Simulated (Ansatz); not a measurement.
Zinc-blende CuI, relaxed in Ansatz (plane waves) with several semilocal functionals. Each gives its own volume and its own bulk modulus:

```csv
level,V0 (Å³/atom),bulk modulus B0 (GPa),ln V0,ln B0
LDA,25.177,56.77,3.2259,4.0390
PBE-D4,26.590,47.40,3.2805,3.8586
PBE-D3(BJ),26.596,46.83,3.2808,3.8465
r²SCAN+rVV10,26.724,47.56,3.2856,3.8620
r²SCAN-D4,26.885,46.21,3.2916,3.8332
RPBE,29.709,30.87,3.3915,3.4298
```

Q: Fit a straight line to ln B0 against ln V0. What does it predict for r²SCAN, whose volume is 27.310 Å³/atom?

A: With x = ln V0 and y = ln B0: means 3.29265 and 3.81152; Σ(Δx Δy) = -0.05428, Σ(Δx²) = 0.01457, so the slope is -3.73. At x = 3.3073 the line gives y = 3.81152 + (-3.73) × (3.3073 − 3.29265) = 3.7569, or 42.82 GPa. The run with r²SCAN gives 43.77 GPa, +2.2 % from the line. The rows used scatter about it by up to 2.4 %, while the largest value lies 84 % above the smallest.

Measured: 36.6 GPa (measured, temperature not stated, no zero-point or thermal correction; as tabulated in Gopakumar et al. (2017), arXiv:1612.07068).

Ansatz's density-functional and Hartree–Fock values are scalar-relativistic unless marked +SOC, with PAW data made under PBE.

Ansatz is a first-principles code.
